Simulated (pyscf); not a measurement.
H₂Ge=AsH + H₂ → H₃Ge–AsH₂, an addition across a multiple bond or ene-type step (singlet surface; H–H broken, As–H, Ge–H formed). Single points on ωB97X-D3(BJ)/def2-SVP structures (PySCF, gas phase). Energies in eV from the separated reactants.

Small-basis levels: PySCF, no dispersion term, spherical d functions. 

**Question.** In single points B3LYP/6-31G*+LANL2DZ puts the saddle at 2.04 eV and the reaction energy at -1.20 eV. Should these be trusted to within a few kcal/mol? Compare with ωB97M-D3(BJ)/def2-TZVP.

**Answer.** ωB97M-D3(BJ)/def2-TZVP gives ΔE‡ = 1.52 eV and ΔE = -1.39 eV. B3LYP/6-31G*+LANL2DZ lies 0.51 eV over it in the barrier and 0.19 eV over it in the reaction energy, so on this step it does not hold to within 0.13 eV. ωB97M-D3(BJ)/def2-TZVP has limits of its own. At the saddle there is also a short Ge–H contact that neither side keeps. From the product side, GeH₃• + AsH₂• lies, by one bond made or cut, 0.23 eV under this saddle at ωB97M-D3(BJ)/def2-TZVP. This is the saddle that the search found; another between the same sides may lie lower. In the def2 sets elements up to Kr have no core potential.
